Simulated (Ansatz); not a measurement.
## Structure optimisation: nitrogen, N2 molecule

These are results of Ansatz 0.2.0, DFT, LDA (PW92), plane waves (420 eV) with PAW, scalar-relativistic, not measurements. The PAW files were generated under PBE, with cores re-solved for the functional.

k-point mesh 1×1×1, Fermi-Dirac smearing 0.01 eV, no spin polarisation. The box is fixed.

Starting structure:

```yaml
crystal:
  lattice:
    - [12.0, 0.0, 0.0]
    - [0.0, 12.3, 0.0]
    - [0.0, 0.0, 12.6]
  atoms:
    - { symbol: "N", position: [0.5, 0.5, 0.4563492063] }
    - { symbol: "N", position: [0.5, 0.5, 0.5436507937] }
hamiltonian:
  xc: lda
  pseudopotentials:
    kind: paw
    azcp:
      "N": "pseudopotentials/N.paw.azcp"
basis:
  ecutwfc: 420
  fft_grid_basis: typed
kpoints:
  mp_grid: { grid: [1, 1, 1], shift: [0, 0, 0] }
magnetization:
  spin_polarized: false
scf:
  occupations: { method: fermi_dirac, width: 0.01 }
relax:
  max_steps: 60
  f_tol: 0.01
```

**Question.** What is the relaxed bond length?

**Answer.** 1.093 Å (start 1.100 Å).
